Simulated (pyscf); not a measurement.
Single points on ωB97X-D3(BJ)/def2-SVP structures (PySCF, gas phase).

### Question
For the elementary gas-phase step HC≡C–CH=CH₂ (SMILES C#CC=C) + CH₃• (SMILES [CH3]) -> •HC=C=CH–CH₂–CH₃ (SMILES [CH]=C=CCC) (doublet surface; none broken, C–C formed), what barrier and reaction energy does ωB97M-D3(BJ)/def2-TZVP give, measured from the separated reactants?

### Answer
ΔE‡ = 2.7 kcal/mol, ΔE = -38.3 kcal/mol. Zero-point energy shifts the barrier by +1.9 kcal/mol. It is an addition, with an imaginary mode of 359i cm⁻¹. •HC=C=CH–CH₂–CH₃ lies 13.8 kcal/mol over its isomer •H₂C–C(=CH₂)–CH=CH₂, and others may lie lower still (electronic energy, ωB97M-D3(BJ)). This is the saddle that the search found; another between the same sides may lie lower.
